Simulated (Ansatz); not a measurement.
**Bulk modulus B0 of some elemental metals**

Method: PBEsol+SOC (Ansatz, an electronic-structure program, plane waves, PAW). References are measured values corrected to a static lattice. The table is a random draw of 8 from 13 solids with such references.

Values in GPa.

| solid | reference | PBEsol+SOC | error (%) |
|---|---|---|---|
| hcp Tl | 37.4¶ | 37.6 | +0.5 |
| hcp Hf | 110 | 113 | +2.7 |
| hcp Re | 369 | 387 | +4.9 |
| fcc Au | 182 | 182 | 0.0 |
| hcp Os | 425 | 427 | +0.5 |
| fcc Pt | 289 | 283 | -2.1 |
| bcc Cs | 2.11 (2.11–2.35) | 2.06 | -2.4 |
| bcc Ta | 198 | 207 | +4.5 |

Over these 8 solids the mean error is +1.1 %, the mean absolute error 2.2 % (median 2.2 %), and the worst case hcp Re at +4.9 %; the value is too high in 5 of 8 cases. Over all 13, from unrounded values, the mean error is +0.9 % and the mean absolute error 2.4 % (median 2.3 %).

All these references are brought to a static lattice.

¶ marks references of a special kind: hcp Tl, 37.4 GPa (measured, copied from a table, unchecked, extrapolated to 0 K and zero-point effects removed; as tabulated in Lejaeghere et al. (2013), arXiv:1204.2733).

In Ansatz's fits of the non-cubic solids, shape and atoms are relaxed at each volume.

Brackets give the range of the sources taken for a reference, where it is wide; it can hold other temperatures.

Differences are worked out from the printed values.

Each level is taken at its own relaxed cell. Ansatz's density-functional and Hartree–Fock values are scalar-relativistic unless marked +SOC, with PAW data made under PBE.

Not in this set, of the elemental metals with a reference value in our tables and a result at some level: 22 for no value at PBEsol+SOC (not run, a failed fit, an unstable or unbound cell, or a value held back for tests); 6 for sources at odds; 3 for a reference at room or unstated temperature. These can be a level's best or worst cases. Solids without a released value at any level aren't counted. Layered and molecular crystals are counted apart. The metals Ce to Yb are counted apart.

References as tabulated in doi:10.1021/acs.jctc.3c00612; Levämäki et al. (2014), arXiv:1402.3671; Lejaeghere et al. (2013), arXiv:1204.2733; Mejia-Rodriguez and Trickey (2018), arXiv:1807.09216.
